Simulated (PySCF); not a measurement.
Silicon: a sound run and one with changed settings

Sound run: Si [Ne] 3s2 3p2, Si⁺ [Ne] 3s2 3p1. Computed with PySCF 2.14 in cc-pV(T+d)Z, with no relativity, point nucleus. The sound run starts from symmetry-adapted Hartree-Fock orbitals and uses a fine grid where one is needed.

Changed run: 26 angular points. This setting is unsound on purpose.

| species | method | sound run (hartree) | changed run (hartree) | converged |
| --- | --- | --- | --- | --- |
| Si | UHF | -288.85649 | -288.85649 | yes |
| Si | r2SCAN | -289.34643 | -289.34714 | yes |
| Si | BP86 | -289.39996 | -289.39992 | yes |
| Si⁺ | UHF | -288.57573 | -288.57573 | yes |
| Si⁺ | r2SCAN | -289.04045 | -289.04163 | yes |
| Si⁺ | BP86 | -289.09656 | -289.09647 | yes |

Ionisation energy of Si:

| method | sound run (eV) | changed run (eV) |
| --- | --- | --- |
| UHF | 7.640 | 7.640 |
| r2SCAN | 8.326 | 8.314 |
| BP86 | 8.256 | 8.257 |

A coarse angular grid integrates products of high-l functions wrongly, so density functionals can shift, and the SCF can exploit the error; Hartree-Fock and MP2 need no grid.

For comparison, NIST gives 8.152 eV between the lowest levels.
